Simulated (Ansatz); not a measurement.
CH7N, singlet: a pair in one relaxed arrangement.

The input file, in.yaml:

```yaml
crystal:
  periodic: [false, false, false]
  atoms:
    - {symbol: C, position_ang: [-0.589921, -0.358512, -0.697432]}
    - {symbol: N, position_ang: [0.466881, 0.586998, -0.380488]}
    - {symbol: H, position_ang: [-0.926611, -0.351261, -1.743842]}
    - {symbol: H, position_ang: [-1.457496, -0.156560, -0.065295]}
    - {symbol: H, position_ang: [-0.252838, -1.370292, -0.461332]}
    - {symbol: H, position_ang: [0.172485, 1.534704, -0.577413]}
    - {symbol: H, position_ang: [1.288333, 0.410464, -0.944089]}
    - {symbol: H, position_ang: [0.629088, -0.281765, 2.785013]}
    - {symbol: H, position_ang: [0.670080, -0.013677, 2.084877]}
basis:
  gaussian: {orbitals: def2-SVP}
hamiltonian: {xc: pbe0, dispersion: d4}
```

Launched with

```bash
ansatz run in.yaml --threads 2 --pin off --events-out ev --progress --plain --max-ram 5222MiB
```

The run's output (Ansatz 0.2.0):

```
Functional definition: PBE0
  name "PBE0"
  cite "Adamo & Barone, J. Chem. Phys. 110, 6158 (1999) doi:10.1063/1.478522"
  cite "Perdew, Burke & Ernzerhof, Phys. Rev. Lett. 77, 3865 (1996) doi:10.1103/PhysRevLett.77.3865"
  parent pbe
  parameter a = 0.25
  parameter kappa = 0.804
  parameter beta = 0.06672455060314922
  exchange = (1 - a)*pbe_x(kappa = kappa, mu = beta*pi^2/3) + a*exact_x
  correlation = pbe_c(beta = beta)
736 factors; their error is unknown
mean field evaluation 1: about -2630.3418 eV, gradient 4.6e1 eV
mean field evaluation 2: about -2628.0333 eV, gradient 5.6e1 eV
mean field evaluation 4: about -2634.9829 eV, gradient 1.8e0 eV
mean field evaluation 8: about -2634.9912 eV, gradient 2.0e-2 eV
mean field -2634.97937220 eV, -96.8337058753 hartree, gradient 3.9e-5 eV, S^2 0.000000; 0 other end points of the search recorded, 0 dependent functions left out
reference -2634.97939546 eV, -96.8337067301 hartree; 10, 10 occupied and 53, 53 virtual orbitals, 736 factors
Total energy: -2635.04277442 eV, -96.8360358639 hartree
```

The lines “mean field evaluation” count trial sets of orbitals through the whole run, from several starts and some on an approximate energy, so they need not fall steadily or lie above the final value.

The run took about 0.6 s on 2 CPU threads of an Arm Neoverse V1 (shared host).
